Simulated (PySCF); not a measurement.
The calculation used core-valence-separated Tamm–Dancoff BHandHLYP/aug-pcX-1 (pcseg-1 on H) in PySCF, non-relativistic, gas phase, PBE0-D3(BJ)/def2-SVP geometry. No empirical shift is added; at this level the pattern usually sits a few eV under experiment.

Main lines of an unknown, eV (oscillator strength): C K: 286.1 (0.079), 286.4 (0.100), 287.2 (0.030); N K: 399.5 (0.041), 401.3 (0.009), 401.5 (0.008). Listed: the first five lines at most of each edge with a tenth or more of its strongest line's intensity; roots within 0.03 eV on the same or equivalent atoms are summed. Only the lowest roots were sought, and the top ones are left out.

Question: Which candidate gives them?
A. `C1CNCCN1` (piperazine)
B. `CN1CCN1C` (1,2-dimethyl-1,2-diazetidine)

Answer: A. 

- `C1CNCCN1`: C K: 286.1 (0.079), 286.4 (0.100), 287.2 (0.030); N K: 399.5 (0.041), 401.3 (0.009), 401.5 (0.008). First C line listed at 286.1 eV, hole on the sp3 carbon bound to nitrogen; first N line listed at 399.5 eV, hole on the secondary amine nitrogen.
- `CN1CCN1C`: C K: 286.0 (0.028), 286.4 (0.031), 286.7 (0.053), 286.7 (0.059), 286.8 (0.063); N K: 400.5 (0.121), 401.5 (0.028). First C line listed at 286.0 eV, hole on the N-methyl carbon; first N line listed at 400.5 eV, hole on the hydrazine nitrogen.

One conformer each; other structures than these candidates weren't tested.
